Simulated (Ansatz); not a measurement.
# NH₂Cl (triplet): from Hartree-Fock to the top rungs at distance Cl1–H2 along a hydrogen transfer = 1.613 Å, cc-pVDZ

An exercise on one series of results from a longer session: the logs are not shown, and one member is left open.

Program: Ansatz 0.2.0, Gaussian basis. Level of theory: cc-pVDZ, core rule «outside noble gas», up to 6 orbitals frozen. These are calculated values, not measurements.

The runs, in order: UHF; CCSD(T) on ROHF; CCSD(T) on UHF; BCCD(T) on ROHF; CISD; CCSDT(Q) on ROHF; CCSDT(Q) on UHF; CASSCF and MRCISD+Q, 4 electrons in 4 orbitals; CASSCF and NEVPT2, 4 electrons in 4 orbitals; CASSCF and MRCISD+Q, 14 electrons in 10 orbitals; CASSCF and NEVPT2, 14 electrons in 10 orbitals.

5 further runs of the same task are left out: 5 that didn't finish.

### What is computed

The geometry derives from fragments relaxed apart (PBE0/def2-TZVP) and kept rigid, so it is no stationary point. A hydrogen atom is moved between rigid fragments.

4 atoms, charge 0, spin multiplicity 3.

Atoms are counted from 1 here; the program's logs count them from 0.

Bond lengths: Cl1–H2 1.613 Å, H2–N3 1.040 Å, N3–H4 1.040 Å. Angles: Cl1–H2–N3 180.0°, H2–N3–H4 105.0°.

Set-up of the first run:

File in.yaml:

```yaml
crystal:
  periodic: [false, false, false]
  atoms:
    - {symbol: Cl, position_ang: [-0.810692, 0.019664, 0.000000]}
    - {symbol: H, position_ang: [0.802308, 0.019664, 0.000000]}
    - {symbol: N, position_ang: [1.842308, 0.019664, 0.000000]}
    - {symbol: H, position_ang: [2.111389, -0.984563, 0.000000]}
basis:
  gaussian: {orbitals: cc-pVDZ}
magnetization: {spin_polarized: true, initial_magnetization: 2}
hamiltonian: {xc: hf}
output: {orbitals: {seedname: orbitals}}
```

On the command line:

```console
$ ansatz run in.yaml --threads 1 --pin off --events-out ev --progress --plain --max-ram 2393MiB
```

Among the steps run: UHF; CCSD(T) on ROHF; CCSD(T) on UHF; BCCD(T) on ROHF; CISD; CCSDT(Q) on ROHF; CCSDT(Q) on UHF; CASSCF and MRCISD+Q, 4 electrons in 4 orbitals; CASSCF and NEVPT2, 4 electrons in 4 orbitals; CASSCF and MRCISD+Q, 14 electrons in 10 orbitals; CASSCF and NEVPT2, 14 electrons in 10 orbitals.

One table of the session follows, with a row left open; its other results are not shown here.

It belongs to the step «Misses and costs». 

```
          method  from UCCSDT(Q) (kcal/mol)
            ROHF                    +204.27
             UHF                          ?
            RMP2                     +26.17
            UMP2                     +26.75
            CISD                     +21.11
           RCCSD                      +4.79
           UCCSD                      +4.61
        RCCSD(T)                      +0.89
        UCCSD(T)                      +0.87
         BCCD(T)                      +0.88
          RCCSDT                      +0.38
          UCCSDT                      +0.35
       RCCSDT(Q)                      +0.03
       UCCSDT(Q)                          0
  CASSCF valence                    +166.97
  NEVPT2 valence                     +33.68
  MRCISD valence                     +13.72
MRCISD+Q valence                      +0.92
```

Estimate the missing values for UHF.

As computed: from UCCSDT(Q) (kcal/mol): +195.64. In the column «from UCCSDT(Q) (kcal/mol)» it lies between CASSCF valence (+166.97) and ROHF (+204.27).

Left out of the table: CASSCF pair, NEVPT2 pair, MRCISD pair, MRCISD+Q pair (the active space lost an orbital or holds another state than full CI finds).

Limits of these values: Restricted and unrestricted rows rest on different reference determinants; where their highest levels disagree by more than a few hundredths of an eV, they describe different states and don't form one ladder. Warnings in the runs' records: passed over end.
